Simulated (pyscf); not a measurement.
HI (SMILES I) + HC≡CH (SMILES C#C) → H₂C=CH–I (SMILES C=CI), an addition across a multiple bond or ene-type step (singlet surface; H–I broken, C–I, C–H formed). Structures and frequencies: ωB97X-D3(BJ)/def2-SVP in PySCF. Correlated levels are frozen-core, on RHF or UHF. ΔMP2 is the change of the MP2 total energy from the triple- to the quadruple-zeta basis. Energies in kJ/mol from the separated reactants.

AM1 to PM7: differences of heats of formation from MOPAC, which are fitted to 298 K values and so differ in kind from electronic energies by zero-point and thermal terms. 

### Question
Quick PM3 single points give ΔE‡ = 24.7 kJ/mol and ΔE = -171.0 kJ/mol. What does CCSD(T)/def2-TZVPP + ΔMP2(QZVPP) give, and how far is the quick result from it?

### Answer
CCSD(T)/def2-TZVPP + ΔMP2(QZVPP) gives ΔE‡ = 170.0 kJ/mol and ΔE = -144.6 kJ/mol. PM3 lies 145.3 kJ/mol under it in the barrier and 26.4 kJ/mol under it in the reaction energy, so on this step it does not hold to within 12.6 kJ/mol. CCSD(T)/def2-TZVPP + ΔMP2(QZVPP) has limits of its own. This is the saddle that the search found; another between the same sides may lie lower. The CCSD(T) − MP2 part came from Ansatz, without density fitting, on the same reference. The largest closed-shell T1 diagnostic is 0.033, which may signal static correlation. The frozen core leaves the outer d or s,p core shells of the metals and heavy elements correlated in the MP2 and CC values, and def2-TZVPP describes them poorly, which can shift differences by a few kcal/mol. In the def2 sets elements past Kr carry core potentials, without spin-orbit coupling.
